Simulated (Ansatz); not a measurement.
A made-up structure of AlSiH4O (charge -1), closed shell:

```xyz
7
angstrom
O -2.0058 -0.3628 -1.2273
Si -0.2339 0.1725 -1.0140
Al 1.1559 0.1209 1.1464
H -2.4608 -0.7982 -0.4369
H 0.2277 0.8051 -2.4105
H 2.8216 0.6452 1.2509
H 0.4952 -0.5827 2.6914
```

It is relaxed with PBE-D4/def2-SVPD and then PBE0-D4/def2-TZVPD (Ansatz 0.2.0). Atoms count as bonded within 1.22 times the sum of their covalent radii (H–H: 0.88 Å). The end point is not checked to be a true minimum.

(1) Does its bonding change? (Judge from chemistry; the calculation decides.)

Results:

(1) By the calculation: No: no bond forms or breaks.

Where it ends: The first stage lowers the energy by 1.00 eV in 10 steps. It ends as AlSiH₄O ([OH][SiH][AlH2]), total charge -1:
O1  (-1.830, -0.216, -1.064)
Si2  (-0.122, -0.077, -0.973)
Al3  (0.961, 0.299, 1.078)
H4  (-2.138, -0.863, -0.428)
H5  (0.143, 0.879, -2.109)
H6  (2.583, 0.406, 1.071)
H7  (0.403, -0.429, 2.426)
(Å)

Labels in which every atom is bracketed show which atoms are joined, not bond orders.

For scale, one of the runs: PBE0-D4/def2-TZVPD relaxation, 162 basis functions, launched by `ansatz run in.yaml --threads 2 --pin off --events-out ev --progress --plain --max-ram 4352MiB`. The run took about 25 s on 2 CPU threads of an Intel Xeon Platinum 8488C (shared host).
